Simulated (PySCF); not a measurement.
C₄H₉N.
InChI=1S/C4H9N/c1-5-4-2-3-4/h4-5H,2-3H2,1H3

Computed with TDDFT CAM-B3LYP/def2-SVPD, vertical, gas phase, core orbitals frozen in the response (PySCF 2.14.0, density-fitted response routines). Isolated species at its GFN2-xTB geometry (one conformer only). Torsions of this conformer, `[CH3:1][NH:2][CH:3]1[CH2:4][CH2:5]1`: C1–N2–C3–C4 -90°.

Each state is given a Gaussian of 0.5 eV full width at half maximum, with ε(max) = 2.175×10⁸ f / Δν̃ (Δν̃ the width in cm⁻¹). The width is an assumption, not a result. The curve ends short of the highest state used, and states not computed would add to its high-energy end.

```csv
λ (nm),ε (L mol⁻¹ cm⁻¹)
154.5,1615
156.6,1395
158.6,1354
160.6,1754
162.6,2646
164.7,3858
166.7,4853
168.7,5326
170.7,5145
172.8,4395
174.8,3428
176.8,2472
178.8,1672
180.9,1049
182.9,644
184.9,389
186.9,248
189.0,188
191.0,186
193.0,213
195.0,246
197.1,269
199.1,270
201.1,250
203.1,214
205.2,168
207.2,123
209.2,85
211.2,55
213.3,32
215.3,19
217.3,10
219.3,5
221.4,2
223.4,1
225.4,1
```

(1) Where are the band maxima, and which computed states make them?

(2) Coming from long wavelengths, where does ε first pass 100 L mol⁻¹ cm⁻¹?

(3) On this curve, what absorbance would a 10⁻⁴ mol/L sample give at 222 nm over a 1 cm path?

Answers

(1) 198 nm (6.25 eV), ε about 270, made up of S1 (99%); 169 nm (7.33 eV), ε about 5300, made up of S3 (57%) and S4 (39%) (ε in L mol⁻¹ cm⁻¹; maxima over ε = 5, shares over 10%). At its high-energy end, 8.02 eV, the curve is still rising (ε about 1600, from S5). The states used: S1 6.25 eV (f 0.0050); S2 7.00 eV (f 0.013); S3 7.28 eV (f 0.059); S4 7.44 eV (f 0.044); S5 8.07 eV (f 0.025); S6 8.11 eV (f 0.0017); S7 8.33 eV (f 0.0074); S8 8.62 eV (f 0.010).

(2) At about 208 nm (5.95 eV), 0.30 eV below S1.

(3) 222 nm is 5.585 eV, where ε is about 2 L mol⁻¹ cm⁻¹, so A = ε c l ≈ 0.0002 (Beer–Lambert, with the gas-phase spectrum and the assumed width).

Time: 17 s wall. Hardware: an Arm Neoverse V2 with one thread (shared host).
